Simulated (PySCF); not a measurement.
# AlCl: changing the method

Aim: see what other levels and later steps give for AlCl.

Computed with PySCF 2.14.0. Level: method and basis as typed in the scripts.

## Step 1: The starting structure

AlCl: 2 atoms, charge 0, spin multiplicity 1.

Bond lengths: Al1–Cl2 1.949 Å.

## Step 2: The run that the others are compared with

input.py

```python
from pyscf import gto, dft

mol = gto.M(
    atom='Al 0 0 0; Cl 0 0 1.949',
    basis='6-31+g*',
    charge=0,
    spin=0,
    verbose=3,
)
mf = dft.RKS(mol, xc='bp86')
mf.kernel()
mf.analyze()
print('orbital energies (hartree):', mf.mo_energy[..., max(0, mol.nelec[1]-3):mol.nelec[0]+3].round(4))
```

On the command line:

```sh
> OMP_NUM_THREADS=1 python input.py
```

Its log is not repeated here.

In short: E(SCF) = -702.693407 Eh, μ = 0.45 D.

The bond length is a typed value, not an optimised one.

## Step 3: Polarisability

Edit 1 changes step after the SCF: analyze → polarizability.

input.py

```python
from pyscf import gto, dft
from pyscf.prop.polarizability import rhf as pol

mol = gto.M(
    atom='Al 0 0 0; Cl 0 0 1.949',
    basis='6-31+g*',
    charge=0,
    spin=0,
    verbose=3,
)
mf = dft.RKS(mol, xc='bp86')
mf.kernel()
print('polarizability (a.u.)')
print(pol.Polarizability(mf).polarizability().round(4))
mf.dip_moment()
print('orbital energies (hartree):', mf.mo_energy[..., max(0, mol.nelec[1]-3):mol.nelec[0]+3].round(4))
```

On the command line:

```sh
> OMP_NUM_THREADS=1 python input.py
```

Log:

```text
converged SCF energy = -702.693406648132
polarizability (a.u.)
[[43.9426 -0.     -0.    ]
 [-0.     43.9426 -0.    ]
 [-0.     -0.     58.153 ]]
Dipole moment(X, Y, Z, Debye): -0.00000,  0.00000, -0.45417
orbital energies (hartree): [-0.3208 -0.3208 -0.2156 -0.0817 -0.0817 -0.0092]
```

Run time: 2.9 s. Hardware: 1 thread of Arm Neoverse V2, shared host; peak memory 0.2 GiB.

Outcome: E(SCF) = -702.693407 Eh (no change), μ = 0.45 D, α(xx, yy, zz) = 43.9, 43.9, 58.2 bohr³.

## Step 4: Stability test

Edit 2 changes step after the SCF: analyze → stability.

input.py, as its differences from that of step 2:

```diff
@@ -11,3 +11,4 @@
 mf.kernel()
-mf.analyze()
+mf.stability(internal=True, external=True)
+mf.dip_moment()
 print('orbital energies (hartree):', mf.mo_energy[..., max(0, mol.nelec[1]-3):mol.nelec[0]+3].round(4))
```

On the command line:

```sh
> OMP_NUM_THREADS=1 python input.py
```

Log:

```text
converged SCF energy = -702.693406648132
<class 'pyscf.dft.rks.RKS'> wavefunction is stable in the internal stability analysis

WARN: QR decomposition removed 1 vectors.

<class 'pyscf.dft.rks.RKS'> wavefunction is stable in the real -> complex stability analysis
<class 'pyscf.dft.rks.RKS'> wavefunction is stable in the RHF/RKS -> UHF/UKS stability analysis
Dipole moment(X, Y, Z, Debye): -0.00000,  0.00000, -0.45417
orbital energies (hartree): [-0.3208 -0.3208 -0.2156 -0.0817 -0.0817 -0.0092]
```

Wall time 10 s (1 thread of Arm Neoverse V2, shared host); peak memory 0.23 GiB.

Result: E(SCF) = -702.693407 Eh (no change), μ = 0.45 D, internal stable; real -> complex stable; RHF/RKS -> UHF/UKS stable.

## Step 5: Revpbe

Edit 3 changes functional: bp86 → revpbe.

input.py, as its differences from that of step 2:

```diff
@@ -9,3 +9,3 @@
 )
-mf = dft.RKS(mol, xc='bp86')
+mf = dft.RKS(mol, xc='revpbe')
 mf.kernel()
```

On the command line:

```sh
> OMP_NUM_THREADS=1 python input.py
```

Log:

```text
converged SCF energy = -702.493968777692
**** MO energy ****
MO #1   energy= -100.672313829148  occ= 2
MO #2   energy= -55.4207398633114  occ= 2
MO #3   energy= -9.17921968635753  occ= 2
MO #4   energy= -6.99200678097802  occ= 2
MO #5   energy= -6.99008435837702  occ= 2
MO #6   energy= -6.99008435837698  occ= 2
MO #7   energy= -3.95729811546329  occ= 2
MO #8   energy= -2.55608376914898  occ= 2
MO #9   energy= -2.55608376914896  occ= 2
MO #10  energy= -2.55258421033754  occ= 2
MO #11  energy= -0.763395487792501 occ= 2
MO #12  energy= -0.387433658655903 occ= 2
MO #13  energy= -0.316538830987577 occ= 2
MO #14  energy= -0.316538830987572 occ= 2
MO #15  energy= -0.210736341714769 occ= 2
MO #16  energy= -0.0778815751876451 occ= 0
MO #17  energy= -0.0778815751876435 occ= 0
MO #18  energy= -0.0117161218786379 occ= 0
MO #19  energy= 0.0130968505751168 occ= 0
MO #20  energy= 0.0375027697811949 occ= 0
MO #21  energy= 0.0375027697812076 occ= 0
MO #22  energy= 0.0622527826191821 occ= 0
MO #23  energy= 0.0892274581033011 occ= 0
MO #24  energy= 0.0892668522550976 occ= 0
MO #25  energy= 0.0892668522551112 occ= 0
MO #26  energy= 0.130126462299021  occ= 0
MO #27  energy= 0.270431092705964  occ= 0
MO #28  energy= 0.270431092706043  occ= 0
MO #29  energy= 0.274514751306016  occ= 0
MO #30  energy= 0.289265626031383  occ= 0
MO #31  energy= 0.395291933308947  occ= 0
MO #32  energy= 0.395291933308958  occ= 0
MO #33  energy= 0.412129393936938  occ= 0
MO #34  energy= 0.412129872958711  occ= 0
MO #35  energy= 0.460607756847002  occ= 0
MO #36  energy= 0.596494232958605  occ= 0
MO #37  energy= 0.596494232958665  occ= 0
MO #38  energy= 0.674237948657441  occ= 0
MO #39  energy= 0.721126440594387  occ= 0
MO #40  energy= 0.792167005824848  occ= 0
MO #41  energy= 0.792168618746745  occ= 0
MO #42  energy= 0.931248098301028  occ= 0
MO #43  energy= 0.931248098301028  occ= 0
MO #44  energy= 1.30501639312088   occ= 0
 ** Mulliken atomic charges  **
charge of    0Al =      0.24169
charge of    1Cl =     -0.24169
Dipole moment(X, Y, Z, Debye): -0.00000, -0.00000, -0.40862
orbital energies (hartree): [-0.3165 -0.3165 -0.2107 -0.0779 -0.0779 -0.0117]
```

Wall time 1.5 s (1 thread of Arm Neoverse V2, shared host).

Result: E(SCF) = -702.493969 Eh, μ = 0.41 D.

## Step 6: Pw91

Edit 4 changes functional: bp86 → pw91.

input.py, as its differences from that of step 2:

```diff
@@ -9,3 +9,3 @@
 )
-mf = dft.RKS(mol, xc='bp86')
+mf = dft.RKS(mol, xc='pw91')
 mf.kernel()
```

On the command line:

```sh
> OMP_NUM_THREADS=1 python input.py
```

Log:

```text
converged SCF energy = -702.599864552539
**** MO energy ****
MO #1   energy= -100.701881823681  occ= 2
MO #2   energy= -55.4421530011522  occ= 2
MO #3   energy= -9.18168514725461  occ= 2
MO #4   energy= -7.00523910896118  occ= 2
MO #5   energy= -7.00337417137129  occ= 2
MO #6   energy= -7.00337417137125  occ= 2
MO #7   energy= -3.95800759044165  occ= 2
MO #8   energy= -2.56555587901634  occ= 2
MO #9   energy= -2.56555587901632  occ= 2
MO #10  energy= -2.56231749663727  occ= 2
MO #11  energy= -0.765378673097327 occ= 2
MO #12  energy= -0.390313490688508 occ= 2
MO #13  energy= -0.319009713585736 occ= 2
MO #14  energy= -0.319009713585733 occ= 2
MO #15  energy= -0.213714031153958 occ= 2
MO #16  energy= -0.0809121656015319 occ= 0
MO #17  energy= -0.0809121656015247 occ= 0
MO #18  energy= -0.0153478115897578 occ= 0
MO #19  energy= 0.00986168098611206 occ= 0
MO #20  energy= 0.0369730143434272 occ= 0
MO #21  energy= 0.0369730143434318 occ= 0
MO #22  energy= 0.058130460792271  occ= 0
MO #23  energy= 0.0860371202302344 occ= 0
MO #24  energy= 0.0860371202302398 occ= 0
MO #25  energy= 0.0888534485341332 occ= 0
MO #26  energy= 0.128168527583949  occ= 0
MO #27  energy= 0.268798171648955  occ= 0
MO #28  energy= 0.26879817164898   occ= 0
MO #29  energy= 0.271272644327264  occ= 0
MO #30  energy= 0.286672661708755  occ= 0
MO #31  energy= 0.392411072130798  occ= 0
MO #32  energy= 0.392411072130802  occ= 0
MO #33  energy= 0.408749727607866  occ= 0
MO #34  energy= 0.408750020490358  occ= 0
MO #35  energy= 0.456968238434382  occ= 0
MO #36  energy= 0.589808350818497  occ= 0
MO #37  energy= 0.589808350818501  occ= 0
MO #38  energy= 0.668041446670414  occ= 0
MO #39  energy= 0.715121328173615  occ= 0
MO #40  energy= 0.791277111959439  occ= 0
MO #41  energy= 0.791278121558827  occ= 0
MO #42  energy= 0.928778743219072  occ= 0
MO #43  energy= 0.928778743219083  occ= 0
MO #44  energy= 1.29949858224967   occ= 0
 ** Mulliken atomic charges  **
charge of    0Al =      0.24053
charge of    1Cl =     -0.24053
Dipole moment(X, Y, Z, Debye): -0.00000, -0.00000, -0.46802
orbital energies (hartree): [-0.319  -0.319  -0.2137 -0.0809 -0.0809 -0.0153]
```

Run time: 1.6 s. Hardware: 1 thread of Arm Neoverse V2, shared host.

Outcome: E(SCF) = -702.599865 Eh, μ = 0.47 D.

## Step 7: Side by side

```
           run  E(SCF) (hartree)  from base (eV)  gap (eV)  SCF dipole (D)      after the SCF
          base       -702.693407               0      3.64            0.45                n/a
polarisability       -702.693407          0.0000      3.64            0.45  mean α 48.7 bohr³
stability test       -702.693407          0.0000      3.64            0.45             stable
        revpbe       -702.493969  not comparable      3.61            0.41                n/a
          pw91       -702.599865  not comparable      3.61            0.47                n/a
```

Wall time on 1 thread of Arm Neoverse V2, shared host, start-up included: base 1.6 s; polarisability 2.9 s; stability test 10 s; revpbe 1.5 s; pw91 1.6 s.

A lower total energy from another functional means nothing by itself. The dearest run is “stability test”, at 10 s against 1.6 s.
